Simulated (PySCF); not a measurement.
# Chlorine: a sound run and one with changed settings

Sound run: Cl [Ne] 3s2 3p5, Cl⁺ [Ne] 3s2 3p4. Calculation: PySCF 2.14, in cc-pVDZ-DK (4s3p1d, 18 functions); scalar relativity by spin-free X2C-1e. In the sound run the correlated levels freeze [Ne]. The sound run starts from symmetry-adapted Hartree-Fock orbitals and uses a fine grid where one is needed.

Changed run: no relativity, point nucleus. This setting is unsound on purpose.

```json
{"species": "Cl", "method": "UHF", "sound run (hartree)": "-460.87843", "changed run (hartree)": "-459.11193", "converged": "yes"}
{"species": "Cl", "method": "B3LYP", "sound run (hartree)": "-461.57661", "changed run (hartree)": "-459.81113", "converged": "yes"}
{"species": "Cl", "method": "M06-2X", "sound run (hartree)": "-461.54966", "changed run (hartree)": "-459.78360", "converged": "yes"}
{"species": "Cl", "method": "MP2", "sound run (hartree)": "-460.98829", "changed run (hartree)": "-459.22174", "converged": "yes"}
{"species": "Cl", "method": "CCSD(T)", "sound run (hartree)": "-461.00619", "changed run (hartree)": "-459.23968", "converged": "yes"}
{"species": "Cl⁺", "method": "UHF", "sound run (hartree)": "-460.44494", "changed run (hartree)": "-458.67718", "converged": "yes"}
{"species": "Cl⁺", "method": "B3LYP", "sound run (hartree)": "-461.09831", "changed run (hartree)": "-459.33159", "converged": "yes"}
{"species": "Cl⁺", "method": "M06-2X", "sound run (hartree)": "-461.07392", "changed run (hartree)": "-459.30669", "converged": "yes"}
{"species": "Cl⁺", "method": "MP2", "sound run (hartree)": "-460.53234", "changed run (hartree)": "-458.76462", "converged": "yes"}
{"species": "Cl⁺", "method": "CCSD(T)", "sound run (hartree)": "-460.55245", "changed run (hartree)": "-458.78482", "converged": "yes"}
```

Ionisation energy of Cl:

```csv
method,sound run (eV),changed run (eV)
UHF,11.796,11.830
B3LYP,13.015,13.049
M06-2X,12.946,12.977
MP2,12.407,12.439
SCS-MP2,12.384,12.415
CCSD,12.345,12.375
CCSD(T),12.347,12.377
```

Most of the change in total energy is the relativistic energy itself. On top of that the contraction fixes the core shape for the Hamiltonian it was made with, so the changed run is not a good calculation with the other Hamiltonian either.

For comparison, NIST gives 12.968 eV between the lowest levels.
